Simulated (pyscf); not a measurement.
PySCF, gas phase, ωB97X-D3(BJ)/def2-SVP geometries. Correlated levels are frozen-core, on RHF or UHF. ΔMP2 is the change of the MP2 total energy from the triple- to the quadruple-zeta basis.

Problem. For `[SiH3][O][PH2]` + `[SiH2]` [singlet] → `[SiH3][O][SiH2][PH2]`, an insertion (singlet surface; O–P broken, P–Si, O–Si formed), PBE/def2-TZVP gives ΔE‡ = -63.2 kJ/mol and ΔE = -362.8 kJ/mol (zero: the separated reactants). In which direction and how far do PBE0-D3(BJ)/def2-TZVP, M06-2X/def2-TZVP, CCSD(T)/def2-TZVPP + ΔMP2(QZVPP) move these?

Solution. PBE0-D3(BJ): ΔE‡ = -58.1 kJ/mol, ΔE = -383.3 kJ/mol; M06-2X: ΔE‡ = -36.1 kJ/mol, ΔE = -364.9 kJ/mol; CCSD(T): ΔE‡ = -29.8 kJ/mol, ΔE = -366.9 kJ/mol. PBE's barrier lies under all of them, by 5.1 to 33.4 kJ/mol. Its reaction energy lies over all of them, by 2.1 to 20.5 kJ/mol. On the reactant side the descent ends in an adduct with a O–Si contact, 83.7 kJ/mol under the separated species and 37.2 kJ/mol under the saddle at ωB97X-D3(BJ)/def2-TZVP. At PBE, PBE0-D3(BJ), M06-2X, CCSD(T) the saddle lies under the separated reactants, which points to a path from their complex (located at ωB97X-D3(BJ) alone). What is counted as formed (O–Si) is already present as a longer contact in the reactant adduct; forming that adduct is a step of its own. At ωB97X-D3(BJ)/def2-TZVP the barrier from the zero used here is -46.5 kJ/mol. H₃Si–O–PH₂ lies 23.9 kJ/mol over its isomer HO–SiH₂–PH₂ (electronic energy, ωB97M-D3(BJ)/def2-TZVP). One saddle was located; it need not be the lowest between these sides. The CCSD(T) − MP2 part came from Ansatz, without density fitting, on the same reference.
